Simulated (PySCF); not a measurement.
Trifluorophosphine radical anion, PF3 (charge -1 and doublet state).
Atom-mapped SMILES: `[F:1][P-:2]([F:3])[F:4]`

The calculation used UKS B3LYP, IGLO-III on F P, non-relativistic, mean-field spin-orbit, GIAO (PySCF). Isolated species at its PBE0-D3(BJ)/def2-SVP geometry, gas phase. Whether the extra electron is bound in the gas phase wasn't checked; a finite basis holds it in any case. The geometry's basis has no diffuse functions, a weakness for an anion.

**Question.** Count the α and β electrons and give S(S+1).

**Answer.** Nα = 22, Nβ = 21 (43 in all), and S(S+1) = 0.75 for S = 1/2.

Mulliken spin populations, one withheld:

```csv
atom,bound to,population
F1,P2,+0.0111
P2,"F1, F3, F4",?
F3,P2,+0.0276
F4,P2,+0.0276
```

**Question.** Complete the table.

**Answer.** The populations add up to Nα − Nβ = 1, and the others sum to 0.0663, so P2 holds +0.934.

**Question.** How is the spin shared among the elements?

**Answer.** Phosphorus +0.93, fluorine +0.07. The positive populations sum to 1.00, the negative ones to 0.00.

**Question.** The run gives ⟨S²⟩ = 0.7575. What does that say of the overlap of α and β orbitals, and of the weight of higher spin?

**Answer.** For a single determinant ⟨S²⟩ = S(S+1) + Nβ − Σ|⟨iα|jβ⟩|², so the squared overlaps of occupied orbitals sum to 21 − 0.0075 = 20.9925. If the quartet state (S + 1) were the only admixture, its weight would be 0.0075/(2S + 2) = 0.25 %.
